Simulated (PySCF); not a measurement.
An unknown is described by computed data only.

Formula: AlH6P.

- Rotational structure: rotational constants A, B, C: 41.014, 4.345, 4.345 GHz [PBE0-D3(BJ)/def2-SVP]
- UV, first state: lowest singlet excitation: 6.74 eV (184 nm, f = 0.000 summed over 2 states within 0.01 eV) [TDDFT wB97X-D/def2-SVPD]
- NMR, other nuclei: isotropic shieldings of nuclei other than C and H, by class: 442 (1 Al), 500 (1 P) ppm [GIAO B3LYP/pcSseg-1 (pcSseg-2 on Al)]
- Valence photoelectron: vertical ionisation energy: 10.20 eV [ΔSCF wB97X-D/def2-SVPD]
- 1H NMR: chemical shifts (computed TMS as zero) by class: 3.90 (3 H), 3.35 (3 H) ppm [GIAO B3LYP/pcSseg-1 (pcSseg-2 on Al)]
- XPS: P2p3/2 138.2, Al1s 1565.7, P1s 2151.8 eV [ΔSCF SCAN, pcX-2 on the ionised atom, pcseg-1 elsewhere, spin-free X2C, 2p3/2 from a spin–orbit splitting computed afterwards within the 2p shell]
- Polarisability: 64.3 au [wB97X-D/def2-SVPD]
- Dipole: 4.25 D [wB97X-D/def2-SVPD]
- Triplet: lowest triplet excitation (Tamm–Dancoff): 6.40 eV [TDA wB97X-D/def2-SVPD]

Electronic properties: PySCF, gas phase, density fitting. Levels stand in brackets. Geometry: PBE0-D3(BJ)/def2-SVP; no solvent, vibrations or thermal averaging. NMR classes are plain means over equivalent atoms (diastereotopic ones count apart unless rotation or inversion swaps them), as if these changed places fast.

Question: Propose a structure and show how it fits.

Answer: Hydrogen classes from least to most shielded: 3 H on an aluminium bonded to P and 3 H (3.90 ppm), 3 H on a phosphorus bonded to Al and 3 H (3.35 ppm). The other shieldings belong to: 442 ppm, aluminium bonded to P and 3 H; 500 ppm, phosphorus bonded to Al and 3 H. The core levels belong to: P2p3/2 138.2 eV, phosphorus bonded to Al and 3 H; Al1s 1565.7 eV, aluminium bonded to P and 3 H; P1s 2151.8 eV, phosphorus bonded to Al and 3 H. By its constants the optimised geometry is a nearly prolate symmetric top. Structure: Al(PH3)H3 (`[H][Al]([H])([H])<-[PH3]`).
